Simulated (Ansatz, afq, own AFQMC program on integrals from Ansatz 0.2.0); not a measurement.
Integrals from Ansatz 0.2.0, then the random walk in our own AFQMC program (afq).

```yaml
crystal:
  periodic: [false, false, false]
  atoms:
    - {symbol: Ge, position_ang: [0.000000, 0.013397, 0.343250]}
    - {symbol: O, position_ang: [0.000000, -0.107250, -1.438746]}
    - {symbol: H, position_ang: [0.000000, 0.736912, -1.899543]}
basis:
  gaussian: {orbitals: cc-pVDZ}
magnetization: {spin_polarized: true, initial_magnetization: 1}
correlation: {method: ccsd_t, electrons: outside_noble_gas, hamiltonian_folder: ham}
```

```sh
$ ansatz run in.yaml --threads 1 --pin off --events-out ev --progress --plain --max-ram 1382MiB
```

afq runs on the folder ham with

```
--method free --trial cisd --walkers 60 --time-step 0.03 --max-blocks 80 --target-error 0.0004 --factor-cut 1e-05 --seed 1538 --times 0,0.21,0.42,0.81,1.2,1.8,2.4,3 --taylor-order 8
```

Times are imaginary, in 1/Eh. The walk had a cap of 774 s. Filled inner d shells are frozen with the cores.

```
orbitals 31  electrons 6 5  factors 232 of 501
reference energy -2150.77343019 Eh
CCSD correlation -0.26727100 Eh in 12 cycles, weight of the determinant in the CISD state 0.8904
repeat  energy at the last time / Eh  error
    10  -2151.051497  0.002774
    20  -2151.050561  0.001805
    30  -2151.049351  0.001307
    40  -2151.049346  0.001118
    50  -2151.049750  0.000991
    60  -2151.050147  0.000994
    70  -2151.049915  0.000866
    80  -2151.049943  0.000778
time / (1/Eh)  energy / Eh  error  mean overlap
  0.00  -2151.040219  0.000255  1.1218
  0.21  -2151.044666  0.000294  1.1176
  0.42  -2151.046871  0.000314  1.1080
  0.81  -2151.047661  0.000379  1.1182
  1.20  -2151.048679  0.000340  1.1115
  1.80  -2151.048316  0.000511  1.1234
  2.40  -2151.048867  0.000542  1.1170
  3.00  -2151.049943  0.000778  1.1249
energy -2151.049943 +/- 0.000778 Eh
```

Estimate how long the walk took on 1 thread of Arm Neoverse V1 (shared host).

2.8 min of wall time.

The run passed its tests (error under three times the target), which doesn't prove that it has relaxed.

Against this walk (error 21.2 meV) on the same determinant: CCSD(T) 59.9 meV higher, CCSDT(Q) 18.6 meV higher (within the noise). The error is statistical, and a free projection of finite length keeps a remainder of its start. The last points still move (meV from the last: 62 ± 10 at 0.81, 34 ± 9 at 1.20, 44 ± 14 at 1.80, 29 ± 15 at 2.40, 0 ± 21 at 3.00), but the last one has reached CCSDT(Q) within the noise or passed it, so little can be left to fall.

Cautions: remainder of the start not in the error; error above the target (21.2 against 10.9 meV); no relativity below Rb; no spin-orbit coupling; inner d shell frozen.

CCSDT and higher add their correlation energy to the determinant of the CCSD(T) run, since their own runs factorise the integrals more tightly (a shift of under 2 meV). A walk keeps the symmetry of its determinant, which the program's search chose and which needn't be the lowest solution, so a lower state of the same spin and another symmetry isn't excluded.
